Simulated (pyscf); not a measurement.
**Hydrogen abstraction: `[Cl][BH][Cl]` + `[H]` [doublet] -> `[Cl][B][Cl]` [doublet] + `[H][H]`**

Gas phase, doublet surface, charge 0. Bonds broken: B2–H4. Bonds formed: H4–H5. Optimised with ωB97X-D3(BJ)/def2-SVP in PySCF.

Transition state (Å):

```xyz
5

Cl     1.2470     1.9929    -0.7299
B      0.6093     0.4608    -0.2321
Cl     1.2589    -0.4396     1.0980
H     -0.5506    -0.0929    -0.9622
H     -1.3188    -0.4480    -1.4283
```

One imaginary mode, 1126i cm⁻¹; descent along it reached the two sides named.

```tsv
bond	change	reactant side (Å)	saddle	product side
B2–H4	breaks	1.199	1.478	3.2
H4–H5	forms	3.3	0.966	0.761
```

Electronic energies relative to the separated reactants (kcal/mol):

```tsv
level	barrier	reaction energy	reverse barrier
ωB97X-D3(BJ)/def2-TZVP	10.7	+2.0	8.6
PBE/def2-TZVP	5.0	-0.6	5.5
r²SCAN/def2-TZVP	4.3	-3.4	7.8
B3LYP-D3(BJ)/def2-TZVP	5.6	-1.7	7.3
PBE0-D3(BJ)/def2-TZVP	7.6	+1.1	6.6
M06-2X/def2-TZVP	12.5	-0.2	12.7
ωB97M-D3(BJ)/def2-TZVP	11.1	+2.7	8.4
HF/def2-TZVP	23.4	+4.7	18.7
```

With ωB97M-D3(BJ)/def2-TZVP energies and thermal terms (ideal gas, 1 atm, RRHO with modes under 100 cm⁻¹ raised to 100, one conformer, R ln 2 for chiral ones without a mode under 150 cm⁻¹), in kcal/mol:

| T (K) | ΔH‡ | ΔG‡ | ΔH | ΔG |
|---|---|---|---|---|
| 298 | 9.3 | 15.4 | +2.9 | +1.6 |
| 600 | 9.0 | 21.7 | +2.9 | +0.2 |
| 900 | 8.9 | 28.0 | +2.6 | -1.0 |
| 1200 | 8.8 | 34.4 | +2.0 | -2.1 |

This is the saddle that the search found; another between the same sides may lie lower. The angle at the transferred H is 179°.
